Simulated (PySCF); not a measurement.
N2O. Atoms are numbered in the order given.

```xyz
3

N      0.0000     0.0000    -1.1894
N      0.0000     0.0000    -0.0713
O      0.0000     0.0000     1.1031
```

Geometry: PBE0-D3(BJ)/def2-TZVP.

Computed with PySCF with TDA-ωB97X/def2-TZVPD.

Vertical excitations; the highest root listed may be one member of a degenerate set. The molecule is in vacuum. State labels are in the subgroup C2v.

Computed UV-visible absorptions:
```csv
state,symmetry,energy (eV),λ (nm),f,main pairs
S1,A2,6.78,183,0.000,"HOMO→LUMO 47 %, HOMO−1→LUMO+1 47 %"
S2,A2,7.14,174,0.000,"HOMO→LUMO, HOMO−1→LUMO+1 (degenerate set)"
S3,A1,7.14,174,0.000,"HOMO−1→LUMO, HOMO→LUMO+1 (degenerate set)"
S4,B1,8.86,140,0.000,HOMO−1→LUMO+2 (degenerate set)
S5,B2,8.86,140,0.000,HOMO→LUMO+2 (degenerate set)
S6,A1,10.46,119,0.418,"HOMO→LUMO+5 27 %, HOMO−1→LUMO+4 27 %, HOMO→LUMO+1 21 %, HOMO−1→LUMO 21 %"
S7,A1,10.92,113,0.000,"HOMO−1→LUMO+4, HOMO→LUMO+5 (degenerate set)"
S8,A2,10.92,113,0.000,"HOMO−1→LUMO+5, HOMO→LUMO+4 (degenerate set)"
S9,A2,10.99,113,0.000,"HOMO→LUMO+4 47 %, HOMO−1→LUMO+5 47 %"
S10,B1,11.11,112,0.034,HOMO−1→LUMO+3 86 %
T1,A1,5.71,217,0,"HOMO→LUMO+1 45 %, HOMO−1→LUMO 45 %"
T2,A2,6.22,199,0,"HOMO→LUMO, HOMO−1→LUMO+1 (degenerate set)"
T3,A1,6.22,199,0,"HOMO−1→LUMO, HOMO→LUMO+1 (degenerate set)"
T4,A2,6.78,183,0,"HOMO→LUMO 47 %, HOMO−1→LUMO+1 47 %"
```
Triplets are in the Tamm–Dancoff approximation.
